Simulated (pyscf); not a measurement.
A first-order saddle from PySCF, ωB97X-D3(BJ)/def2-SVP:

```
O
Si 1 1.6067
F 2 1.6151 1 109.75
F 2 1.6162 1 111.34 3 115.57
H 1 1.3241 2 148.89 3 -143.37
O 5 1.0977 1 130.45 2 166.08
H 6 0.9660 5 121.21 1 -132.38
O 2 1.6374 1 111.63 5 94.64
H 8 0.9624 2 117.47 1 -179.07
Si 6 1.8540 7 119.27 5 -105.30
H 10 1.4805 6 115.19 7 -152.72
H 10 1.4855 11 119.57 1 86.17
H 10 1.5129 11 103.07 1 -162.33
```
Charge 0, spin multiplicity 1.

Surface: singlet, charge 0. Lowest wavenumbers (cm⁻¹): 598i, 6, 25, 72, 174.

Question: Which two sides does it connect, and which bonds change?

Answer: HO–Si(OH)(F)–F (SMILES O[Si](O)(F)F) + HO–SiH₃ (SMILES O[SiH3]) ⇌ HO–Si(F)(F)–O–SiH₃ (SMILES O[Si](F)(F)O[SiH3]) + H₂O (SMILES O), a four-centre exchange read from left to right: H–O, O–Si broken and O–Si, H–O formed. At ωB97M-D3(BJ)/def2-TZVP it lies +0.92 eV from the left side and +1.07 eV from the right (each side as separated species at their lowest minima found). On the reactant side the descent ends in a complex (not fully relaxed), 0.32 eV under the separated species and 1.21 eV under the saddle at ωB97X-D3(BJ)/def2-TZVP. On the product side the descent ends in a complex (not fully relaxed), 0.27 eV under the separated species and 1.38 eV under the saddle at ωB97X-D3(BJ)/def2-TZVP. One saddle was located; it need not be the lowest between these sides.
